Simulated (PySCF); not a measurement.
# `CCN(C)C#P`, C₄H₈NP

Molfile (atoms numbered from 1):
```
C4H8NP
     RDKit          3D

 14 13  0  0  0  0  0  0  0  0999 V2000
    1.8484    0.3465    0.0126 C   0  0  0  0  0  0  0  0  0  0  0  0
    0.6144   -0.4168    0.4705 C   0  0  0  0  0  0  0  0  0  0  0  0
   -0.5863    0.0631   -0.1911 N   0  0  0  0  0  0  0  0  0  0  0  0
   -1.7247   -0.8261   -0.1859 C   0  0  0  0  0  0  0  0  0  0  0  0
   -0.7765    1.3496   -0.3723 C   0  0  0  0  0  0  0  0  0  0  0  0
   -1.0030    2.8673   -0.6635 P   0  0  0  0  0  0  0  0  0  0  0  0
    2.7358   -0.0687    0.4832 H   0  0  0  0  0  0  0  0  0  0  0  0
    1.7673    1.3975    0.2800 H   0  0  0  0  0  0  0  0  0  0  0  0
    1.9563    0.2750   -1.0674 H   0  0  0  0  0  0  0  0  0  0  0  0
    0.7188   -1.4781    0.2213 H   0  0  0  0  0  0  0  0  0  0  0  0
    0.5088   -0.3332    1.5635 H   0  0  0  0  0  0  0  0  0  0  0  0
   -2.5370   -0.3741   -0.7520 H   0  0  0  0  0  0  0  0  0  0  0  0
   -2.0749   -1.0291    0.8334 H   0  0  0  0  0  0  0  0  0  0  0  0
   -1.4481   -1.7734   -0.6544 H   0  0  0  0  0  0  0  0  0  0  0  0
  1  2  1  0
  2  3  1  0
  3  4  1  0
  3  5  1  0
  5  6  3  0
  1  7  1  0
  1  8  1  0
  1  9  1  0
  2 10  1  0
  2 11  1  0
  4 12  1  0
  4 13  1  0
  4 14  1  0
M  END
```

Method: GIAO wB97X-D/pcSseg-1 magnetisability, rotational g tensor and spin-rotation constants, non-relativistic, gas phase in PySCF 2.14.0. Geometry: GFN2-xTB.

Task: What are the magnetisability and the molar susceptibility?

Result: Isotropic -1215 × 10⁻³⁰ J/T², or -73.2 × 10⁻⁶ cm³/mol; principal values -1285, -1227, -1132 × 10⁻³⁰ J/T², anisotropy 134 × 10⁻³⁰ J/T² (root of half the summed squared differences of the principal values). The susceptibility is in cgs units.

Task: Split it along the inertial axes a, b, c into diamagnetic and paramagnetic parts about the centre of mass, with the quadrupole moment.

Result: 
| axis | χ (10⁻⁶ cm³/mol) | diamagnetic (10⁻⁶ cm³/mol) | paramagnetic (10⁻⁶ cm³/mol) | summed x² of all electrons (Å²) | quadrupole Θ (D Å) |
| --- | --- | --- | --- | --- | --- |
| a | -75.1 | -426.9 | 351.8 | 139.4 | -0.84 |
| b | -76.2 | -658.5 | 582.3 | 84.8 | +4.41 |
| c | -68.2 | -951.5 | 883.3 | 15.8 | -3.57 |

Anisotropies 2χaa − χbb − χcc = -5.8 and 2χbb − χaa − χcc = -9.2 × 10⁻⁶ cm³/mol. Θ is traceless in Buckingham's convention.

Task: And the rotational g tensor?

Result: 
| axis | rotational constant (GHz) | g | nuclear part | electronic part |
| --- | --- | --- | --- | --- |
| a | 3.9046 | -0.0047 | 0.6406 | -0.6453 |
| b | 2.0309 | -0.0043 | 0.5513 | -0.5556 |
| c | 1.3870 | -0.0051 | 0.5705 | -0.5756 |

Asymmetric top; isotopes 12C, 1H, 14N, 31P; no vibrational averaging.
